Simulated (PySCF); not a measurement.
Highest orbital energy against ionisation energy along group 14

Calculated with PySCF 2.14, no spin-orbit coupling. Each cell gives −ε(HOMO) / ΔSCF in eV; NIST values include spin-orbit coupling, (s) semi-empirical, (t) theoretical.

```tsv
species	UHF	LDA	PBE	PBE0	r2SCAN	NIST (lowest levels)
C (aug-cc-pVDZ, non-relativistic)	11.924 / 10.817	6.109 / 11.700	6.093 / 11.565	7.649 / 11.538	6.575 / 11.694	11.260
Si (aug-cc-pV(D+d)Z, non-relativistic)	8.192 / 7.649	4.576 / 8.245	4.613 / 8.210	5.636 / 8.230	4.932 / 8.334	8.152
Ge (aug-cc-pVDZ-PP with ECP10MDF, ECP)	7.882 / 7.411	4.374 / 7.964	4.358 / 7.851	5.364 / 7.893	4.677 / 8.024	7.899
Sn (aug-cc-pVDZ-PP with ECP28MDF, ECP)	7.257 / 6.858	4.161 / 7.416	4.109 / 7.265	5.026 / 7.310	4.403 / 7.410	7.344
Pb (aug-cc-pVDZ-PP with ECP60MDF, ECP)	6.932 / 6.574	4.007 / 7.171	3.917 / 6.984	4.793 / 7.020	4.200 / 7.100	7.417
```

Q: How far is −ε(HOMO) from ΔSCF on average for each method, and why?

A: UHF 0.58 eV; LDA -3.85 eV; PBE -3.76 eV; PBE0 -2.70 eV; r2SCAN -3.55 eV. Hartree-Fock orbital energies lack relaxation and so exceed the ΔSCF value; semilocal functionals have convex E(N) from self-interaction, so their HOMO lies far too high; exact exchange moves hybrids part of the way back.
